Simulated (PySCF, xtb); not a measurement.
# A geometry optimisation of CH6AlB with r2SCAN-D4/def2-SVP

The starting geometry of this gas-phase singlet was built from a drawn formula by distance geometry and a force field; its bonds are those of `B[CH2][AlH2]`.

```xyz
9

C    -0.5915   -0.5691   -0.6224
Al   -2.5611   -0.6371   -0.3900
B    -0.0206   -2.0042   -0.9931
H     0.7554   -2.4900   -0.2559
H    -0.3573   -2.5618   -2.0066
H    -0.3754    0.1473   -1.4596
H    -0.1424   -0.1549    0.2972
H    -3.4731   -0.8661   -1.7113
H    -3.1296   -1.3706    0.9190
```

Q: Where would you expect an optimisation with r2SCAN-D4/def2-SVP to take it?

A: It keeps its bonds, and is `B[CH2][AlH2]`.

The energy falls by 0.44 eV over 15 steps:

```csv
step,E − E(last) (eV)
1,0.443
3,0.067
4,0.036
6,0.006
7,0.003
9,0.000
10,0.000
12,0.000
13,0.000
15,0.000
```

Final geometry (Å):

```xyz
9

C    -0.5806   -0.5771   -0.6859
Al   -2.5131   -0.9225   -0.4148
B    -0.0098   -1.9432   -1.0271
H     0.3760   -2.6904   -0.1533
H    -0.0196   -2.3521   -2.1687
H    -0.6034    0.1565   -1.5117
H    -0.2697   -0.1397    0.2782
H    -3.4900   -0.8924   -1.6647
H    -3.0630   -1.1376    1.0581
```

From the same start GFN2-xTB reaches the same bonding as this run.

The end wasn't checked by frequencies. Run with PySCF 2.14.0, 2.1 min on 2 threads of Intel(R) Xeon(R) Platinum 8259CL CPU @ 2.50GHz (Skylake/Cascade Lake), on a shared host.
